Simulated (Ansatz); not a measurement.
The first iterations of a band of BH$_{4}$NO (7 atoms, charge 0, multiplicity 1).

The calculation used Ansatz, RKS PBE/def2-SVP.

```
movable images  : 7
climbing image  : yes
spring          : 5.0 eV/Å²
optimiser       : quadratic models (default)
start path      : through a guess of the saddle point
force threshold : 0.05 eV/Å
iteration limit : 60
end points      : relaxed
```

Image 0:

```xyz
7
Properties=species:S:1:pos:R:3
N -0.955 0.173 -0.446
B 0.298 0.154 0.198
O 1.033 -1.014 0.190
H -1.344 -0.645 -0.917
H -1.547 0.999 -0.479
H 0.702 1.170 0.746
H 1.874 -0.906 0.662
```

Image 8:

```xyz
7
Properties=species:S:1:pos:R:3
N -0.955 0.173 -0.446
B 0.298 0.154 0.198
O 1.034 -1.014 0.189
H -1.547 0.999 -0.476
H -1.344 -0.644 -0.920
H 0.702 1.169 0.748
H 1.874 -0.905 0.661
```

| iteration | highest image above the first end (eV) | largest band force component (eV/Å) |
| --- | --- | --- |
| 1 | 13.538 | 75.888 |
| 2 | 2.867 | 17.178 |
| 3 | 1.786 | 9.673 |
| 4 | 1.425 | 2.851 |

**Question.** Does the band converge within its limit, and where does its top end?

**Answer.** The forces met the threshold. It ended after 13 iterations with the highest image 0.836 eV above the first end. A vibrational analysis at the climbing image gives one clearly imaginary mode, 498i cm⁻¹: a first-order saddle point.

Time of the run: 85 s on 1 thread of Intel(R) Xeon(R) Platinum 8488C (Sapphire Rapids), with other jobs on the host, peak memory 0.11 GiB.
